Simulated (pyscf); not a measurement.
Optimised with ωB97X-D3(BJ)/def2-SVP in PySCF.

Task: For the elementary gas-phase step H₃C–In(CH₃)–CH₃ + CH₃• → H₃C–CH₃ + [H₃C–In–CH₃]• (doublet surface; C–In broken, C–C formed), what barrier and reaction energy does r²SCAN/def2-TZVP give, measured from the separated reactants?

Result: ΔE‡ = 0.84 eV, ΔE = -1.28 eV. ωB97M-D3(BJ)/def2-TZVP gives 1.06 eV and -1.38 eV. Zero-point energy shifts the barrier by +0.11 eV. It is a substitution at C, with an imaginary mode of 1064i cm⁻¹. One saddle was located; it need not be the lowest between these sides. The angle at the attacked C is 175°. Elements past Kr carry the def2 core potentials, without spin-orbit coupling.
